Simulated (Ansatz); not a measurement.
Born–Oppenheimer molecular dynamics of CH3LiSi (6 atoms, charge 0, multiplicity 1). It starts at the highest image of a converged band, a first-order saddle point between two minima.

The calculation used RKS PBE/def2-SVP in Ansatz 0.2.0.

- ensemble: NVE (velocity Verlet)
- time step: 0.5 fs
- steps asked: 200
- starting velocities drawn for: 300 K
- seed: 6919

First frame:

```xyz
6
Properties=species:S:1:pos:R:3
Li -1.480 1.131 0.718
Si -0.397 -0.544 -0.743
C 0.383 0.762 0.252
H 0.529 -1.614 -1.349
H 1.483 0.954 0.282
H -0.517 -0.689 0.840
```

How far do the bonds stretch over the last three quarters of this one trajectory? (Pairs bonded in most of those frames.)


```csv
bond,mean (Å),spread (Å),shortest,longest
Li1–C3,1.935,0.088,1.79,2.08
Si2–C3,1.756,0.052,1.68,1.84
Si2–H4,1.537,0.024,1.50,1.59
Si2–H6,1.551,0.069,1.43,1.67
C3–H5,1.127,0.018,1.10,1.17
```

Mean temperature of the second half: 1352 K. The conserved energy stayed within 0.18 meV per atom of its start (net change 0.066 meV per atom), so the integration is sound. The system heated up, since it started high on the potential surface and ran downhill. A run of 0.1 ps of so small a system gives no equilibrium averages. The orbitals stay closed-shell, which can raise the energy where a bond breaks towards radicals; this wasn't checked here.

Run time: 3.1 min on 1 thread of Intel(R) Xeon(R) Platinum 8488C (Sapphire Rapids) (shared host), peak memory 0.12 GiB.
